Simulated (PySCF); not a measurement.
Gas-phase reaction: 3 NH + Si ⇌ H2SiNH + 2 N

Computed with PySCF and rigid-rotor harmonic-oscillator thermochemistry at 1 bar. † marks an energy on the PBE0/def2-TZVP geometry and frequencies; other levels use their own. 6-31G* has spherical d functions here. Open shells (unrestricted): NH (multiplicity 3), Si (multiplicity 3), N (multiplicity 4); the rest are closed-shell singlets. Spin-orbit splitting is ignored; it lowers the true energy and changes the entropy of Si. B3LYP is the form with VWN-RPA correlation. H2SiNH: computed as isolated molecules; such fragments, hydroxides, amides, oligomers or adducts are transient or little studied in the gas.

ωB97X-V/def2-TZVP† gives ΔH°(298 K) = -407 kJ.

Question: What do BLYP/def2-TZVP†, B3LYP/6-31G*, r2SCAN/def2-TZVP† give?

Answer: BLYP/def2-TZVP†: -359 kJ; B3LYP/6-31G*: -357 kJ; r2SCAN/def2-TZVP†: -399 kJ. For scale, ΔH°(298 K) is -407 kJ at this level, -406 kJ at ωB97M-V/def2-TZVP†, and runs from -532 to -285 kJ over the 20 levels computed.
